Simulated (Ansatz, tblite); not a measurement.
# The cluster Li₃H₅+: one state, many levels

How do method and basis change the picture of the cluster Li₃H₅+ (doublet)?

The runs use Ansatz 0.2.0, Gaussian basis; as each input shows.

The runs, in order: GFN1-xTB, GFN2-xTB, PBE-D4/def2-TZVP, r2SCAN-D4/def2-TZVP, LC-ωPBE/def2-TZVP, BHLYP-D4/def2-TZVP, BLYP-D4/def2-TZVP, ωB97M-V/def2-TZVP, B2PLYP/def2-TZVP, LC-ωPBE(0.10)/def2-TZVP, LC-ωPBE(0.15)/def2-TZVP, LC-ωPBE(0.20)/def2-TZVP, LC-ωPBE(0.30)/def2-TZVP, PBE-D4/def2-SVP, PBE0-D4/def2-SVP, HF/STO-3G, CCSD(T)/def2-TZVPP, MP2/def2-TZVP, RPA/def2-TZVP.

1 further run of the same task is left out (set aside as unsound or not needed).

## Step 1: The structure

The doublet was relaxed beforehand with PBE0-D4/def2-TZVP. At that level it is the lowest of the isomers that a small search found.

8 atoms, charge 1, spin multiplicity 2.

Bond lengths: Li1–H5 1.814 Å, Li1–H6 1.813 Å, Li1–H7 1.667 Å, Li2–H5 1.701 Å, Li2–H6 1.701 Å, Li3–H7 1.618 Å. Angles: H5–Li1–H6 39.7°, H5–Li1–H7 159.2°, H6–Li1–H7 161.1°, H5–Li2–H6 42.4°, Li1–H5–Li2 138.9°, Li1–H6–Li2 139.0°, Li1–H7–Li3 179.7°.

The ion is computed in the gas phase, without counter-ions or solvent.

PBE0-D4/def2-TZVP was run before; its log isn't repeated, and its numbers join the tables.

## Step 2: GFN1-xTB

Tight binding, by tblite at 300 K electronic temperature and without a spin-polarisation term:

```python
tblite.interface.Calculator('GFN1-xTB', numbers, positions, charge=1, uhf=1).singlepoint()
```

Energy -89.8837 eV; 0.007 s.

## Step 3: GFN2-xTB

Tight binding, by tblite at 300 K electronic temperature and without a spin-polarisation term:

```python
tblite.interface.Calculator('GFN2-xTB', numbers, positions, charge=1, uhf=1).singlepoint()
```

Energy -79.1451 eV; 0.006 s.

## Step 4: PBE-D4/def2-TZVP

start.molden holds the orbitals of an earlier run on this state, given as this run's starting guess.

File in.yaml:

```yaml
crystal:
  periodic: [false, false, false]
  atoms:
    - {symbol: Li, position_ang: [0.882260, 0.650026, 0.178059]}
    - {symbol: Li, position_ang: [3.642059, 2.281004, 0.924501]}
    - {symbol: Li, position_ang: [-1.843571, -1.039751, -0.532334]}
    - {symbol: H, position_ang: [-3.222687, -2.587798, -0.539899]}
    - {symbol: H, position_ang: [2.338328, 1.204313, 1.107219]}
    - {symbol: H, position_ang: [2.285448, 1.787887, 0.024502]}
    - {symbol: H, position_ang: [-0.501753, -0.204315, -0.185773]}
    - {symbol: H, position_ang: [-3.580094, -2.091365, -0.976264]}
basis:
  gaussian: {orbitals: def2-TZVP, initial_orbitals: start.molden}
total_charge: 1
magnetization: {spin_polarized: true, initial_magnetization: 1}
hamiltonian: {xc: pbe, dispersion: d4}
scf: {omitted_lower_state_checks: [starts]}
output: {forces: true, orbitals: {seedname: orbitals}}
```

The run is started by

```bash
$ ansatz run in.yaml --threads 4 --pin off --events-out ev --progress --plain --max-ram 3916MiB
```

Further steps of the session: r2SCAN-D4/def2-TZVP; LC-ωPBE/def2-TZVP; BHLYP-D4/def2-TZVP; BLYP-D4/def2-TZVP; ωB97M-V/def2-TZVP; B2PLYP/def2-TZVP; LC-ωPBE(0.10)/def2-TZVP; LC-ωPBE(0.15)/def2-TZVP; LC-ωPBE(0.20)/def2-TZVP; LC-ωPBE(0.30)/def2-TZVP; PBE-D4/def2-SVP; PBE0-D4/def2-SVP; HF/STO-3G; CCSD(T)/def2-TZVPP; MP2/def2-TZVP; RPA/def2-TZVP.

Before running them: what should the planned runs give, taken together? Wanted: gap in def2-TZVP, named functionals, smallest and largest; gap over the ω; correlation energy, CCSD(T)/def2-TZVPP; correlation energy, MP2/def2-TZVP; ⟨S²⟩ in def2-TZVP, named functionals, smallest and largest; PBE0 total energy, smallest basis above largest.

**Answer**, as computed:

```
                                                  quantity                                 value
 gap in def2-TZVP, named functionals, smallest and largest  1.31 eV (BLYP-D4), 8.11 eV (LC-ωPBE)
                                   gap over the ω (1/bohr)        4.35 eV at 0.1, 8.11 eV at 0.4
                    correlation energy, CCSD(T)/def2-TZVPP                              -6.33 eV
                         correlation energy, MP2/def2-TZVP                              -4.74 eV
⟨S²⟩ in def2-TZVP, named functionals, smallest and largest                          0.751, 0.752
           PBE0 total energy, smallest basis above largest         0.54 eV (def2-SVP, def2-TZVP)
```

In words: Orbital gaps of the named functionals in def2-TZVP span 1.31 eV (BLYP-D4) to 8.11 eV (LC-ωPBE); exact exchange widens it. Raising the ω (1/bohr) from 0.1 to 0.4 moves the HOMO by -2.10 eV and the LUMO by +1.66 eV.
